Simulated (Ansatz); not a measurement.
# BH4O+: single points off equilibrium

An exercise on one series of results from a longer session: the logs are not shown, and one member is left open.

The runs use Ansatz 0.2.0, Gaussian basis; single points in def2-TZVPP.

Cores are frozen in the correlated methods.

## The system as given

SMILES `B[OH2+]`, 6 atoms, charge 1, spin multiplicity 1.

Atoms are counted from 1 here; the program's logs count them from 0.

Bond lengths: B1–O2 1.450 Å, B1–H3 1.203 Å, B1–H4 1.206 Å, O2–H5 0.978 Å, O2–H6 0.969 Å. Angles: O2–B1–H3 119.9°, O2–B1–H4 118.3°, H3–B1–H4 121.7°, B1–O2–H5 127.7°, B1–O2–H6 119.3°, H5–O2–H6 112.7°.

As a file:

```
B    -0.05810   -0.66510   -0.15670
O     0.01670    0.73260    0.22060
H     0.94600   -1.26520   -0.43690
H    -1.13100   -1.21310   -0.11210
H    -0.72220    1.32850    0.45740
H     0.86610    1.19490    0.16070
```

The first run:

run/in.yaml

```yaml
crystal:
  periodic: [false, false, false]
  atoms:
    - {symbol: B, position_ang: [-0.058100, -0.665100, -0.156700]}
    - {symbol: O, position_ang: [0.016700, 0.732600, 0.220600]}
    - {symbol: H, position_ang: [0.946000, -1.265200, -0.436900]}
    - {symbol: H, position_ang: [-1.131000, -1.213100, -0.112100]}
    - {symbol: H, position_ang: [-0.722200, 1.328500, 0.457400]}
    - {symbol: H, position_ang: [0.866100, 1.194900, 0.160700]}
basis:
  gaussian: {orbitals: def2-TZVPP}
total_charge: 1
correlation: {method: ccsd_t}
output: {forces: true}
```

No record of the launch command was kept for these runs.

Among the steps run: CCSD(T)/def2-TZVPP; PBE0-D4/def2-TZVPP; wB97M-V/def2-TZVPP; r2SCAN-D4/def2-TZVPP; PBE-D4/def2-TZVPP; SPW92/def2-TZVPP; CAM-B3LYP-D4/def2-TZVPP.

One of the session's tables, all rows but one given; the rest of the session is left out.

```
      method  RMS force component (eV/Å)  angle to CCSD(T) forces (°)
     CCSD(T)                       0.490                    reference
     PBE0-D4                       0.423                         13.0
     wB97M-V                       0.506                          6.4
   r2SCAN-D4                       0.456                         11.7
      PBE-D4                       0.454                         30.8
       SPW92                           ?                            ?
CAM-B3LYP-D4                       0.470                         14.7
```

**Question.** Estimate the row for SPW92.

**Answer.** RMS force component (eV/Å): 0.503; angle to CCSD(T) forces (°): 60.2. In the column «RMS force component (eV/Å)» it lies between CCSD(T) (0.490) and wB97M-V (0.506).
